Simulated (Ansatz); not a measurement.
Zinc-blende MgTe (metastable phase) was calculated with PBEsol+SOC (plane waves, PAW; Ansatz, a quantum-chemistry and plane-wave program).

Run with plane-wave cutoff 520 eV, 10×10×10 k mesh, Fermi–Dirac smearing 0.01 eV, PAW data made under PBE.

The cell is scaled about its equilibrium volume:

| V (Å³/atom) | P (GPa) | direct gap at Γ (eV) |
|---|---|---|
| 31.381 | 2.53 | 2.349 |
| 32.049 | 1.60 | 2.255 |
| 32.717 | 0.76 | 2.165 |
| 33.384 | 0.00 | 2.079 |
| 34.052 | -0.68 | 1.996 |
| 34.720 | -1.30 | 1.915 |
| 35.388 | -1.86 | 1.838 |

A straight line through the gaps at Γ against ln V gives a volume deformation potential dE_g(Γ)/d ln V of -4.2 eV: the gap at Γ widens under compression.

Measured, for comparison: band gap 3.67 eV (2 K, zero-point motion not removed; as tabulated in arXiv:1206.3780).
